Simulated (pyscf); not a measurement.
Structures and frequencies: ωB97X-D3(BJ)/def2-SVP in PySCF.

### Question
Estimate by transition-state theory the rate constant of H₃Si–Si(SiH₃)(SiH₃)–Cl (SMILES [SiH3][Si]([SiH3])([SiH3])Cl) + HCl (SMILES Cl) → H₃Si–Si(SiH₃)(Cl)–SiH₂–Cl (SMILES [SiH3][Si]([SiH3])(Cl)[SiH2]Cl) + H₂ (SMILES [H][H]) (singlet surface; Cl–Si, H–Si, Cl–H broken, Cl–Si, Cl–Si, H–H formed) at 1200 K, with ωB97M-D3(BJ)/def2-TZVP energies (ideal gas, 1 atm, RRHO with modes under 100 cm⁻¹ raised to 100, one conformer, R ln 2 for chiral ones without a mode under 150 cm⁻¹; no tunnelling).

### Answer
The electronic barrier is 26.4 kcal/mol and the thermal terms add +45.7, so ΔG‡ = 72.1 kcal/mol. With k_BT/h = 2.50e+13 s⁻¹ and RT = 2.385 kcal/mol, and a volume of 1.64e-19 cm³ per molecule at 1 atm, k = 3.0e-19 cm³ molecule⁻¹ s⁻¹. Wigner's tunnelling factor for 696i cm⁻¹ would be 1.03. A shift of 1 kcal/mol in the barrier changes k by a factor 1.5. One saddle was located; it need not be the lowest between these sides.
